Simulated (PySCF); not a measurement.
PySCF input file for O2S, SMILES O=S=O (connectivity only; charge and spin as stated), charge +1, multiplicity 2, PBE-D3(BJ)/def2-TZVP. Geometry: PBE-D3(BJ)/def2-TZVP. The multiplicity is an assumed one; other spin states were not compared.

```python
import numpy as np
from pyscf import gto, scf, dft, df
from pyscf.hessian import thermo

mol = gto.M(
    atom='''
    O     0.00000000   -1.32500558   -0.28869144
    S     0.00000000    0.00000000    0.28869144
    O     0.00000000    1.32500558   -0.28869144
    ''',
    basis='def2-TZVP',
    charge=1,
    spin=1,
    max_memory=1600,
    verbose=3,
)
mf = dft.UKS(mol, xc='pbe').density_fit(auxbasis='def2-universal-jkfit')
mf.disp = 'd3bj'
mf.grids.level = 3
mf.conv_tol = 1e-11
mf.max_cycle = 100
mf.kernel()
fine, coarse = mf.grids, dft.Grids(mol).set(level=1).build(with_non0tab=True)
for _ in range(3):  # follow internal instabilities
    mf.grids = coarse
    mo, _, stable, _ = mf.stability(return_status=True, nroots=4)
    mf.grids = fine
    if stable:
        break
    mf.kernel(mf.make_rdm1(mo, mf.mo_occ))

# [left out here: the lines that compute and print the analytic Hessian (its translational invariance restored by hand, since the grid's response is missing), thermochemistry and intensities]
```

It prints:

```

WARN: HOMO -0.323418177961599 >= LUMO -0.323418177961614

SCF not converged.
SCF energy = -547.966908680899 after 100 cycles  <S^2> = 0.7528664  2S+1 = 2.0028643
<class 'pyscf.df.df_jk.DFUKS'> wavefunction is stable in the internal stability analysis

WARN: DFTD3 does not support analytical Hessian, using finite difference


WARN: Mole.unit (angstrom) is changed to Bohr

Mode                                 0                   1                   2
Irrep
Freq [cm^-1]                      393.9129           1055.7857           1279.9030
Reduced mass [au]                  19.6454             17.1045             20.7382
Force const [Dyne/A]                1.7960             11.2334             20.0159
Char temp [K]                     566.7530           1519.0406           1841.4955
Normal mode                   x     y     z       x     y     z       x     y     z
       0   O                -0.00 -0.09  0.11    0.00 -0.15 -0.06   -0.00  0.12  0.05
       1   S                -0.00 -0.00 -0.11   -0.00  0.00  0.06    0.00 -0.12  0.00
       2   O                -0.00  0.09  0.11    0.00  0.15 -0.06    0.00  0.12 -0.05
temperature 298.1500 [K]
pressure 101325.00 [Pa]
Rotational constants [GHz] 94.66216 8.99620 8.21544
Symmetry number 2
Zero-point energy (ZPE) 0.00622 [Eh]   16326.644 [J/mol]
                           tot       elec      trans        rot        vib
Entropy [J/mol/K]       254.542      5.763    160.625     83.595      4.559
Cv [J/mol/K]             33.150      0.000     12.472     12.472      8.206
Cp [J/mol/K]             41.464      0.000     20.786     12.472      8.206
Internal energy [J/mol]                      3718.434   3718.434  17264.283
Internal energy [Eh]   -547.95750  -547.96691
Enthalpy [J/mol]                             6197.391   3718.434  17264.283
Enthalpy [Eh]          -547.95656
Gibbs free energy [J/mol]                  -41693.078 -21205.275  15905.022
Gibbs free energy [Eh] -547.98546
mode   freq/cm-1   IR/(km/mol)
   1      393.91        15.363
   2     1055.79         0.241
   3     1279.90         9.548
max |gradient| / (hartree/bohr): 4.282033253272555e-05
APT charges: [0.036  0.9279 0.036 ]
```

Convergence was not reached.
